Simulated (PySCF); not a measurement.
Results of LNO-CCSD(T) in PySCF (GTH pseudopotentials, Gaussian basis) for cubic BN.

The same calculation (at the measured cell, 5.910 Å³/atom) with different numerical settings; throughout: k mesh 2×2×2:

```
run  basis  LNO threshold  total energy (eV/atom)   rough time
---  -----  -------------  ----------------------  -----------
1       DZ          3e-05               -172.9289   5 core-min
2       DZ          1e-05               -172.9210  20 core-min
3       DZ          3e-06               -172.9187  80 core-min
4       TZ          3e-05               -173.9941   9 core-min
5       TZ          1e-05               -173.9793  50 core-min
6       TZ          3e-06               -173.9759     6 core-h
```

In the column total energy (eV/atom) the first row differs from the last by +1.0470 and the next to last by -0.0034.

The last row is no converged limit: other settings stay fixed.
